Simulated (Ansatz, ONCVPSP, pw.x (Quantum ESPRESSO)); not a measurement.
**Au (Z = 79): does the ONCV potential hold in the solid?**

```json
{
 "Element": "gold (Au)",
 "Generator": "ONCVPSP 4.0.1",
 "Type": "optimised norm-conserving Vanderbilt (ONCV)",
 "Functional": "LDA (Perdew-Wang 92)",
 "Relativity": "scalar-relativistic",
 "Frozen core": "[Kr] 4d10 4f14",
 "Valence charge": "19",
 "Reference configuration": "5s2 5p6 5d10 6s1",
 "Partial waves": "5s+6s: rc 1.45 bohr, ncon 5, nbas 8, qcut 8.6 1/bohr, 2 projectors; 5p: rc 1.80 bohr, ncon 5, nbas 9, qcut 7.5 1/bohr, 1 projector; 5d: rc 2.35 bohr, ncon 3, nbas 8, qcut 5.6 1/bohr, 1 projector",
 "Local potential": "polynomial inside 1.00 bohr (lpopt 5, dvloc0 0 Ha)",
 "Core correction": "none"
}
```

Crystal test: diamond Au in pw.x 7.5, no spin, 8³ k-points, Fermi–Dirac smearing 0.01 Ry, cutoffs 95/380 Ry. The reference is all-electron LAPW (Ansatz 0.2.0) with the same functional, mesh and smearing; V0 and B0 come from Birch–Murnaghan fits to the pressures at five volumes. Errors are pseudo minus all-electron; Δ is the rms difference of the E(V) curves that follow from these fits, minima aligned, over ±6 % about the mean V0. Mesh and smearing are coarse, so the numbers serve the comparison and aren't converged zero-temperature values; the lattice is a test structure that the element need not adopt.

All-electron: a0 = 5.949 Å (V0 = 26.31 Å³/atom), B0 = 80.9 GPa.

**Question.** How far does the potential miss the all-electron equation of state?

**Answer.** mean pressure error (GPa): -4.38; a0 (Å): 5.845; a0 error (%): -1.74; B0 error (%): +17.7; Δ (meV/atom): 25.8. This is a poor potential for the solid.

| V (Å³/atom) | P all-electron (GPa) | P pseudo (GPa) |
| --- | --- | --- |
| 24.882 | 5.31 | 0.32 |
| 25.537 | 2.64 | -2.02 |
| 26.192 | 0.38 | -3.98 |
| 26.847 | -1.53 | -5.60 |
| 27.502 | -3.14 | -6.96 |

**Question.** At the middle volume, how do free energy and pressure move when the wave cutoff is lowered (ecutrho kept at four times it)?

**Answer.**

```
cutoff (Ry)  shift of F (meV/atom)  shift of P (GPa)
         43                +2203.1            -47.46
         57                 +292.5             -9.87
         76                  +17.6             -0.09
```

The run at the middle volume (29 k-points, 8 iterations) took about 57 s on one core of a shared host (Intel(R) Xeon(R) 6975P-C, 192 threads, 1512 GiB, load 83).
